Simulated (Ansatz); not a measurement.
C$_{5}$H$_{6}$S (`C#CC(=C)SC`). Total charge 0; spin multiplicity 1. Geometry: relaxed with PBE0-D4/def2-TZVP. It is one conformer, not always the lowest.

```xyz
12

C    -0.305    0.617   -2.164
C    -0.299    0.701   -0.965
C    -0.273    0.749    0.454
C    -0.175    1.898    1.130
S    -0.500   -0.771    1.324
C     0.409   -1.936    0.300
H    -0.315    0.564   -3.227
H    -0.156    2.845    0.605
H    -0.133    1.905    2.212
H     0.252   -2.914    0.756
H     1.475   -1.710    0.293
H     0.019   -1.947   -0.717
```

What is the dipole moment at r2SCAN/def2-TZVPP? (Best estimate.)

The calculation gave: 1.35 D, with components (0.80, -0.47, -0.97) D in this frame, pointing from negative to positive charge.

And with PBE, B3LYP, ωB97M-V? (Estimate.)

Computed: PBE 1.28 D, B3LYP 1.26 D, ωB97M-V 1.25 D.

Give the Mulliken charges with r2SCAN, PBE, ωB97M-V in def2-TZVPP. (Estimate.)

Ansatz gave: 
```tsv
atom	r2SCAN	PBE	ωB97M-V
C1	0.10	0.06	0.03
C2	-0.18	-0.22	-0.28
C3	-0.12	-0.03	-0.04
C4	-0.23	-0.23	-0.22
S5	-0.08	-0.08	0.00
C6	-0.17	-0.27	-0.36
H7	0.24	0.21	0.24
H8	0.09	0.10	0.11
H9	0.09	0.10	0.10
H10	0.08	0.12	0.13
H11	0.09	0.12	0.14
H12	0.09	0.12	0.14
```

B3LYP here is the variant with VWN-RPA as its local correlation; programs differ in this.
